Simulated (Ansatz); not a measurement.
# CH₄ClSi radical: basis-set convergence

One table from this session's results is given with a row withheld; the runs are named, their logs left out.

Program: Ansatz 0.2.0, Gaussian basis. Level of theory: one geometry, several basis sets. These are calculated values, not measurements.

Levels to be run: PBE0-D4/def2-SVP; ωB97M-V/def2-SVP; PBE0-D4/def2-QZVPP; ωB97M-V/def2-QZVPP; CCSD(T)/cc-pV(D+d)Z; CCSD(T)/cc-pV(T+d)Z; CCSD(T)/cc-pV(Q+d)Z; the functionals' def2-TZVPP values are taken from earlier runs.

### The relaxed structure

All runs share one geometry, relaxed beforehand with PBE0-D4 in a triple-zeta def2 set.

7 atoms, charge 0, spin multiplicity 2.

Atoms are counted from 1 here; the program's logs count them from 0.

Bond lengths: C1–Si2 1.866 Å, C1–H4 1.093 Å, C1–H5 1.094 Å, C1–H6 1.091 Å, Si2–Cl3 2.064 Å, Si2–H7 1.491 Å. Angles: Si2–C1–H4 109.9°, Si2–C1–H5 110.0°, Si2–C1–H6 110.9°, H4–C1–H5 108.7°, H4–C1–H6 108.7°, H5–C1–H6 108.6°, C1–Si2–Cl3 109.5°, C1–Si2–H7 111.8°, Cl3–Si2–H7 107.0°.

Coordinates:

```xyz
7

C    -0.63683    0.46329   -0.32904
Si    1.00383   -0.39330   -0.08758
Cl    0.68517   -2.30294    0.62761
H    -0.47527    1.48449   -0.68276
H    -1.18203    0.50301    0.61843
H    -1.24923   -0.06661   -1.06032
H     1.85435    0.31207    0.91365
```

Set-up of the first run:

Contents of in.yaml:

```yaml
crystal:
  periodic: [false, false, false]
  atoms:
    - {symbol: C, position_ang: [-0.636827, 0.463291, -0.329036]}
    - {symbol: Si, position_ang: [1.003834, -0.393299, -0.087580]}
    - {symbol: Cl, position_ang: [0.685172, -2.302944, 0.627611]}
    - {symbol: H, position_ang: [-0.475273, 1.484489, -0.682755]}
    - {symbol: H, position_ang: [-1.182032, 0.503009, 0.618430]}
    - {symbol: H, position_ang: [-1.249234, -0.066613, -1.060325]}
    - {symbol: H, position_ang: [1.854351, 0.312068, 0.913655]}
basis:
  gaussian: {orbitals: def2-SVP}
magnetization: {spin_polarized: true, initial_magnetization: 1}
hamiltonian: {xc: pbe0, dispersion: d4}
output: {orbitals: {seedname: orbitals}}
```

Command:

```
$ ansatz run in.yaml --threads 2 --pin off --events-out ev --progress --plain --max-ram 22528MiB --backend cpu
```

Steps of the session up to this table: PBE0-D4 in def2-SVP; ωB97M-V in def2-SVP; PBE0-D4 in def2-QZVPP; ωB97M-V in def2-QZVPP.

One of the session's tables, all rows but one given; the rest of the session is left out.

```
functional       basis  HOMO (eV)  LUMO (eV)
   PBE0-D4    def2-SVP      -6.05      -2.31
   PBE0-D4  def2-TZVPP          ?          ?
   PBE0-D4  def2-QZVPP      -6.14      -2.40
   ωB97M-V    def2-SVP      -7.77      -0.66
   ωB97M-V  def2-TZVPP      -7.87      -0.77
   ωB97M-V  def2-QZVPP      -7.91      -0.84
```

Q: Estimate the row for PBE0-D4, def2-TZVPP from the others.

**Answer.** HOMO (eV): -6.12; LUMO (eV): -2.36. In the column «HOMO (eV)» it lies between PBE0-D4, def2-QZVPP (-6.14) and PBE0-D4, def2-SVP (-6.05).
